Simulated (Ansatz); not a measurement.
# SiPO+ (triplet): the correlation ladder, def2-QZVPP

One table from this session's results is given with a row withheld; the runs are named, their logs left out.

The runs use Ansatz 0.2.0, Gaussian basis; def2-QZVPP, core rule «outside noble gas», up to 11 orbitals frozen.

The runs, in order: UHF; ROHF; CCSD(T) on UHF.

2 further runs of the same task are left out: 2 set aside as unsound or not needed. Runs told in other sessions of the task aren't counted.

## The system

The geometry is a PBE0/def2-TZVP stationary point (not a proven minimum) of the parent state, kept for this charge and spin.

3 atoms, charge 1, spin multiplicity 3.

Atoms are counted from 1 here; the program's logs count them from 0.

Bond lengths: P1–O2 1.620 Å, O2–Si3 1.627 Å. Angles: P1–O2–Si3 180.0°.

Coordinates:

```xyz
3

P     0.0000    0.0000   -1.6221
O     0.0000    0.0000   -0.0026
Si    0.0000    0.0000    1.6247
```

The first run:

in.yaml reads:

```yaml
crystal:
  periodic: [false, false, false]
  atoms:
    - {symbol: P, position_ang: [0.000000, 0.000000, -1.622100]}
    - {symbol: O, position_ang: [0.000000, 0.000000, -0.002600]}
    - {symbol: Si, position_ang: [0.000000, 0.000000, 1.624700]}
basis:
  gaussian: {orbitals: "def2-QZVPP.json"}
total_charge: 1
magnetization: {spin_polarized: true, initial_magnetization: 2}
hamiltonian: {xc: hf}
output: {orbitals: {seedname: orbitals}}
```

Started as:

```console
$ ansatz run in.yaml --threads 1 --pin off --events-out ev --progress --plain --max-ram 2393MiB
```

Steps of the session up to this table: UHF; ROHF; CCSD(T) on UHF.

One table of the session follows, with a row left open; its other results are not shown here.

It belongs to the step «Misses and costs». 

| method | from UCCSD(T) (meV) |
| --- | --- |
| ROHF | ? |
| UHF | +12799.5 |
| UMP2 | +1165.0 |
| UCCSD | +606.1 |
| UCCSD(T) | 0 |

Q: Estimate the row for ROHF from the others.

**Answer.** from UCCSD(T) (meV): +13002.5. In the column «from UCCSD(T) (meV)» it is the highest.
